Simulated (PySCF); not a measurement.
System (SMILES): N#[N+][O-].
Geometry (B3LYP-D3(BJ)/def2-TZVP, fixed):
```
N
N 1 1.1210
O 1 1.1826 2 180.00
```

How fast the mean static polarisability converges with the basis for several methods (PySCF): deviation from each method's own reference, in %. References: HF 18.50 bohr³, the value in d-aug-cc-pVTZ; PBE 19.86 bohr³, the value in d-aug-cc-pVTZ; PBE0 19.30 bohr³, the value in d-aug-cc-pVTZ. All functions are spherical. Density fitting with generated auxiliary sets. No added dispersion term, no relativity. 

```
basis            functions     HF    PBE   PBE0
---------------  ---------  -----  -----  -----
3-21G                   27  -39.1  -42.7  -41.0
pcseg-0                 27  -31.4  -35.2  -33.4
6-311+G**               66  -13.8  -13.7  -13.6
aug-cc-pVDZ             69   -2.5   -2.8   -2.6
aug-pcseg-1             69    0.5    0.0    0.3
6-311++G(2d,2p)         81   -8.8   -9.0   -8.8
def2-TZVPP              93  -11.4  -13.6  -12.4
jun-cc-pV(T+d)Z        117   -0.5   -0.8   -0.7
aug-cc-pVTZ            138   -0.5   -0.8   -0.6
def2-QZVPP             171   -6.1   -7.5   -6.8
def2-QZVPPD            192   -0.3   -0.7   -0.5
aug-pcseg-3            255   -0.1   -0.1   -0.1
```

Mean absolute deviation over 6-311+G**, 6-311++G(2d,2p), def2-TZVPP, jun-cc-pV(T+d)Z, aug-cc-pVTZ: HF 7.0, PBE0 7.2, PBE 7.6 %.
